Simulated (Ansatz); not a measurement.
# Be$_{2}$H, doublet: the ladder up to full CI

Geometry: a point of a stretch scan, not a stationary point.

```xyz
3

Be    0.0000    0.0000   -0.4786
Be    0.0000    0.0000   -2.6269
H     0.0000    0.0000    3.1054
```

Basis cc-pVDZ; Ansatz 0.2.0. Only valence electrons are correlated (noble-gas cores frozen), which leaves 5 electrons in 31 orbitals. R marks a restricted (for open shells ROHF) determinant, U an unrestricted one. Active spaces: valence = (5e, 9o) chosen from the atoms' valence shells; pair = (3e, 3o) about the gap.

Full CI is exact within this basis and frozen core; it isn't the basis-set limit. The frozen core follows each run's orbitals, which can shift R against U totals by a few meV.

Unrestricted rows (U) aren't spin-pure: their determinants' ⟨S²⟩ exceeds S(S+1) by up to 0.87, so they mix in states of higher spin. For open shells CISD is restricted-active-space CI with the open shells as a complete middle space.

The UHF ⟨S²⟩ is 1.621 and the T1 diagnostic (RCCSD) is 0.0386. The largest doubles amplitude (RCCSD) is 0.314 and the T1 diagnostic (UCCSD) is 0.0999.

| level | E − E(full CI) (mEh) | share of correlation (%) | wall time |
| --- | --- | --- | --- |
| RHF | 109.50 | 0.00 | – |
| UHF | 72.33 | 33.94 | – |
| RMP2 | 42.47 | 61.21 | – |
| UMP2 | 36.24 | 66.90 | – |
| CISD | 11.39 | 89.60 | 0.72 s |
| RCCSD | 5.78 | 94.73 | – |
| UCCSD | 8.19 | 92.52 | – |
| RCCSD(T) | 1.50 | 98.63 | 2.4 s |
| UCCSD(T) | 4.39 | 95.99 | 3.2 s |
| BCCD(T) | 1.86 | 98.30 | 2.1 s |
| RCCSDT | 0.50 | 99.54 | – |
| UCCSDT | 0.68 | 99.38 | – |
| RCCSDT(Q) | 0.16 | 99.86 | 6.5 s |
| UCCSDT(Q) | 0.16 | 99.85 | 6.5 s |
| CASSCF (pair space) | 66.91 | 38.89 | – |
| NEVPT2 (pair space) | 27.69 | 74.71 | 0.36 s |
| MRCISD (pair space) | 6.36 | 94.20 | – |
| MRCISD+Q (pair space) | -0.04 | 100.03 | 0.57 s |
| CASSCF (valence space) | 17.57 | 83.95 | – |
| NEVPT2 (valence space) | 5.20 | 95.25 | 2.5 s |
| NEVPT4(SD) (valence space) | 1.01 | 99.08 | 4.6 s |
| MRCISD (valence space) | 0.58 | 99.47 | – |
| MRCISD+Q (valence space) | 0.27 | 99.76 | 4.8 s |

The correlation energy at full CI, counted from RHF, is -2.980 eV. That run took 8.5 s on 1 thread of Arm Neoverse V1, shared host over 528,487 determinants.

Times hold each run's SCF and search for its determinant on a shared host, so for small cases they say little of a method's own cost; they ran on 1 thread of Arm Neoverse V1. Some runs computed forces too.

The full-CI state has the irrep A1 of C2v, in the program's axes (one component, if the state is degenerate).

Natural occupations of full CI about the gap: 1.871 1.644 0.999 0.250 0.068 0.068 0.032 0.032 0.013 0.007; effectively unpaired electrons, Σ n²(2−n)², 1.64. No single determinant describes this state well, so single-reference rows can miss without a flag.
